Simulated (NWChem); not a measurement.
Molecule: methane (CH₄); SMILES C

Computed with NWChem. Pople sets run with spherical d functions. Geometry: optimised at PBE0/def2-SVP.

Q: Taking TPSS/6-311++G** as the yardstick, which of these has the fewest basis functions while keeping “highest occupied level (eV)” within 0.05 eV of it: TPSS/3-21G; TPSS/6-31+G*; TPSS/6-311G**; TPSS/6-31G*; TPSS/STO-3G?

A: TPSS/6-31+G*.
| level | basis functions | highest occupied level (eV) |
|---|---|---|
| TPSS/STO-3G | 9 | -8.76 |
| TPSS/3-21G | 17 | -9.51 |
| TPSS/6-31G* | 22 | -9.49 |
| TPSS/6-31+G* | 26 | -9.62 |
| TPSS/6-311G** | 42 | -9.59 |
| TPSS/6-311++G** | 50 | -9.61 |

The yardstick is one finite set, not the basis-set limit.
